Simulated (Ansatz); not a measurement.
CHP, SMILES `C#P`. The species carries charge 0 and has multiplicity 1.

```xyz
3

C     0.056   -0.069    0.124
P    -0.503    0.621   -1.123
H     0.447   -0.552    0.999
```

(1) List the harmonic frequencies (cm⁻¹, unscaled) at PBE0-D4/def2-TZVP in Ansatz. (Estimate.)

(2) Is this a minimum?

(3) Give the ideal-gas thermochemistry at 298.15 K and 1 bar (rigid rotor, harmonic oscillator; point group C∞v, symmetry number 1).

(4) And at 400, 500, 600, 800 and 1000 K?

Results:

(1) Ansatz gave: 733, 733, 1365, 3365.

(2) Yes, all 4 modes are real.

(3) Zero-point energy 37.1 kJ/mol; H(298) − E = 46.3 kJ/mol; entropy 214.3 J/(mol·K), of which translation 156.0, rotation 55.9, vibration 2.3; G(298) − E = -17.6 kJ/mol.

(4) 
```json
{"T (K)": "400", "H − E (kJ/mol)": "50.2", "S (J/mol/K)": "225.5", "G − E (kJ/mol)": "-40.0"}
{"T (K)": "500", "H − E (kJ/mol)": "54.4", "S (J/mol/K)": "234.8", "G − E (kJ/mol)": "-63.1"}
{"T (K)": "600", "H − E (kJ/mol)": "58.8", "S (J/mol/K)": "243.0", "G − E (kJ/mol)": "-87.0"}
{"T (K)": "800", "H − E (kJ/mol)": "68.4", "S (J/mol/K)": "256.7", "G − E (kJ/mol)": "-137.0"}
{"T (K)": "1000", "H − E (kJ/mol)": "78.5", "S (J/mol/K)": "268.0", "G − E (kJ/mol)": "-189.5"}
```
